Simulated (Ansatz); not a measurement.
# Energy of bcc Y (model structure) less that of hcp Y, by level of theory

No measured value is used here.

```tsv
level (code)	value (meV/atom)
LDA (Ansatz)	(withheld)
PBE (Ansatz)	123
PBEsol (Ansatz)	(withheld)
PBE-D3(BJ) (Ansatz)	125
PBE-D4 (Ansatz)	124
rVV10 (Ansatz)	122
```

**Question.** Some entries are withheld; supply them.

**Answer.** 
- LDA (Ansatz, a quantum-chemistry and plane-wave program), value (meV/atom): 130
- PBEsol (Ansatz), value (meV/atom): 128

Each level is taken at its own relaxed cell. Ansatz's density-functional and Hartree–Fock values are scalar-relativistic unless marked +SOC, with PAW data made under PBE.

A model structure was made by putting elements into a prototype or built by hand; it is no filed structure, need not be a known phase, and can be a saddle point held by its symmetry.
